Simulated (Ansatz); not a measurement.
# CH2Cl−: functionals against CCSD(T) at one geometry

How do the functionals fare away from a minimum? The structure is a structure displaced at random from a GFN2-xTB minimum.

The runs use Ansatz 0.2.0, Gaussian basis; single points in def2-TZVPPD.

Correlated methods freeze the cores.

## 1. The starting structure

SMILES `[CH2-]Cl`, 4 atoms, charge -1, spin multiplicity 1.

Atoms are counted from 1 here; the program's logs count them from 0.

Bond lengths: C1–Cl2 1.987 Å, C1–H3 1.089 Å, C1–H4 1.318 Å. Angles: Cl2–C1–H3 102.7°, Cl2–C1–H4 110.4°, H3–C1–H4 95.8°.

As a file:

```xyz
4
CH2Cl
C     0.30250   -0.36900    0.18270
Cl   -0.44170    1.36900    0.79390
H    -0.58180   -0.89780   -0.17110
H     0.86120   -0.23720   -1.00320
```

## 2. CCSD(T)/def2-TZVPPD

The input, run/in.yaml:

```yaml
crystal:
  periodic: [false, false, false]
  atoms:
    - {symbol: C, position_ang: [0.302500, -0.369000, 0.182700]}
    - {symbol: Cl, position_ang: [-0.441700, 1.369000, 0.793900]}
    - {symbol: H, position_ang: [-0.581800, -0.897800, -0.171100]}
    - {symbol: H, position_ang: [0.861200, -0.237200, -1.003200]}
basis:
  gaussian: {orbitals: "def2-TZVPPD.json"}
total_charge: -1
correlation: {method: ccsd_t}
output: {forces: true}
```

The basis file named in the input lies beside it (Basis Set Exchange, JSON).

The command line of these runs was not kept.

## 3. PBE0-D4/def2-TZVPPD

run/in.yaml, as its differences from that of step 2:

```diff
@@ -10,3 +10,3 @@
 total_charge: -1
-correlation: {method: ccsd_t}
-output: {forces: true}
+hamiltonian: {xc: pbe0, dispersion: d4}
+output: {forces: true, orbitals: {seedname: orbitals}}
```

## 4. wB97M-V/def2-TZVPPD

run/in.yaml, as its differences from that of step 3:

```diff
@@ -10,3 +10,3 @@
 total_charge: -1
-hamiltonian: {xc: pbe0, dispersion: d4}
-output: {forces: true, orbitals: {seedname: orbitals}}
+hamiltonian: {xc: {name: wB97M-V}}
+output: {forces: true}
```

## 5. r2SCAN-D4/def2-TZVPPD

run/in.yaml, as its differences from that of step 4:

```diff
@@ -10,3 +10,3 @@
 total_charge: -1
-hamiltonian: {xc: {name: wB97M-V}}
+hamiltonian: {xc: r2scan, dispersion: d4}
 output: {forces: true}
```

## 6. PBE-D4/def2-TZVPPD

run/in.yaml, as its differences from that of step 5:

```diff
@@ -10,3 +10,3 @@
 total_charge: -1
-hamiltonian: {xc: r2scan, dispersion: d4}
+hamiltonian: {xc: pbe, dispersion: d4}
 output: {forces: true}
```

## 7. LC-wPBE/def2-TZVPPD

run/in.yaml, as its differences from that of step 6:

```diff
@@ -10,3 +10,3 @@
 total_charge: -1
-hamiltonian: {xc: pbe, dispersion: d4}
+hamiltonian: {xc: {name: LC-wPBE}}
 output: {forces: true}
```

## 8. BLYP-D4/def2-TZVPPD

run/in.yaml, as its differences from that of step 7:

```diff
@@ -10,3 +10,3 @@
 total_charge: -1
-hamiltonian: {xc: {name: LC-wPBE}}
+hamiltonian: {xc: {name: BLYP}, dispersion: d4}
 output: {forces: true}
```

(Steps that only read results are left out.)

Q: Predict the outcome of this session. Wanted: RMS force component; RMS force error; HOMO and LUMO, PBE0-D4; T1 diagnostic.

As calculated:

| quantity | value |
| --- | --- |
| RMS force component | 1.200 to 1.423 eV/Å over the methods |
| RMS force error | PBE0-D4 0.096, wB97M-V 0.096, r2SCAN-D4 0.039, PBE-D4 0.148, LC-wPBE 0.261, BLYP-D4 0.186 eV/Å |
| HOMO and LUMO, PBE0-D4 | 0.40 and 4.32 eV |
| T1 diagnostic | 0.014 |

What this shows: For forces r2SCAN-D4 does best and LC-wPBE worst. Frozen-core CCSD(T) forces in triple zeta carry basis errors of their own, and this is one geometry, so small gaps rank nothing.
